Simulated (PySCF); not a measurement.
**HCN: adding exact exchange**

Base calculation in PySCF with density fitting and no spin–orbit coupling, PBE/def2-TZVP (no relativity): singlet, C∞v, C–H 1.076 Å, C–N 1.158 Å; H–C–N 180.0°; wavenumbers 734 (×2), 2124, 3365 cm⁻¹; dipole moment 2.93 D, gap between the highest occupied and lowest empty levels 8.00 eV, polar-tensor charge of C -0.08 e, atomisation energy (no zero-point energy) 1364 kJ/mol.

Task: What changes on going to PBE0/def2-TZVP (no relativity)?

Result: The point group stays the same. Changes: mean bond to C -0.010 Å, smallest bond angle 0.0 degrees, highest wavenumber +94 cm⁻¹, lowest wavenumber +42 cm⁻¹, dipole moment +0.10 D, gap between the highest occupied and lowest empty levels +2.75 eV, polar-tensor charge of C +0.02 e, atomisation energy (no zero-point energy) -64 kJ/mol. The new structure has C–H 1.069 Å, C–N 1.146 Å; H–C–N 180.0°, with wavenumbers 776 (×2), 2224, 3459 cm⁻¹. Exact exchange shortens and stiffens the bonds and opens the gap, the usual pattern.

Only the bonding shown was studied: isomers, or loss of a ligand pair, can lie lower.
